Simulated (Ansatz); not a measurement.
System: cubic perovskite BaTiO₃ (cubic high-temperature phase). Method: PBEsol (Ansatz, a program for electronic structure, PAW).

Run with plane-wave cutoff 520 eV, 6×6×6 k mesh, no spin polarisation, scalar-relativistic PAW data made under PBE.

Computed at the level's own relaxed cell.

```yaml
crystal:
  lattice:
    - [3.96998, 0.00000, 0.00000]
    - [0.00000, 3.96998, 0.00000]
    - [0.00000, 0.00000, 3.96998]
  atoms:
    - { symbol: Ba, position: [0.00000, 0.00000, 0.00000] }
    - { symbol: Ti, position: [0.50000, 0.50000, 0.50000] }
    - { symbol: O, position: [0.50000, 0.00000, 0.50000] }
    - { symbol: O, position: [0.00000, 0.50000, 0.50000] }
    - { symbol: O, position: [0.50000, 0.50000, 0.00000] }
```

**Question.** Give the elastic tensor (Voigt notation, GPa, ions relaxed, in the Cartesian axes of the cell as printed).

**Answer.** 
```
  318.8   110.7   110.7     0.0     0.0     0.0
  110.7   318.8   110.7     0.0     0.0     0.0
  110.7   110.7   318.8     0.0     0.0     0.0
    0.0     0.0     0.0   125.7     0.0     0.0
    0.0     0.0     0.0     0.0   125.7     0.0
    0.0     0.0     0.0     0.0     0.0   125.7
```

Note: the relaxation could not lower the start's symmetry, so the cell can be a saddle point above a distorted one.

Static lattice: no zero-point or thermal effects.
